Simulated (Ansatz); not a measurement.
## Changing the shape of SH (charge -1), singlet

Calculated in Ansatz's Gaussian-basis code. Basis cc-pVDZ, nonrelativistic, 5 orbitals frozen in the corrections; active space CAS(8,5). Restricted Hartree–Fock, then the lowest state-specific CASSCF solution met for each case. Single-reference values can break down or jump between states where bonds are stretched. Solutions in different active orbitals can move differences by tenths of an eV and at times more than 1 eV.

Case A: bond length 1.4688 Å.

Case B: bond length 1.2512 Å.

Case C: bond length 1.3600 Å.

Energy less that of case A, in eV:

| case | RHF/ROHF | CASSCF |
| --- | --- | --- |
| B | +0.026 | +0.171 |
| C | -0.141 | -0.062 |

**Question.** Give the SC-NEVPT2 energies against case A.

**Answer.** B: +0.104 eV (2.4 kcal/mol); C: -0.097 eV (-2.2 kcal/mol).

**Question.** Which case is lowest, and do the methods agree?

**Answer.** C is lowest in SC-NEVPT2. Of the methods shown, RHF/ROHF, CASSCF agree.
